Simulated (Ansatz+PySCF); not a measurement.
# doublet C2H2N: levels of theory in one basis

```xyz
5

C     0.0000    0.0000   -0.8005
N     0.0000    0.0000   -1.9691
C     0.0000    0.0000    0.5778
H     0.0000   -0.8920    1.0959
H     0.0000    0.8920    1.0959
```

Basis set: cc-pVTZ (spherical functions). Correlated methods keep 3 orbitals frozen. Correlation on ROHF uses semicanonical orbitals with singles. Charge 0, multiplicity 2.

Computed with Ansatz (development build ahead of 0.2.0) and PySCF 2.14.0; each method stands on the lowest determinant of its kind that the runs found.

| method | E − E(ROHF) (eV) | <S²> of the determinant |
| --- | --- | --- |
| ROHF | 0.00 | 0.75 |
| UHF | -0.42 | 0.94 |
| ROHF-MP2 | -13.29 | – |
| UHF-MP2 | -12.84 | 0.94 |

Problem. What does ROHF-CCSD(T) give on the same scale?

Solution. -14.32 eV.

Caution for UHF, UHF-MP2: the unrestricted determinant is spin contaminated. Caution for ROHF-MP2, UHF-MP2: forces differ strongly between restricted and unrestricted references.
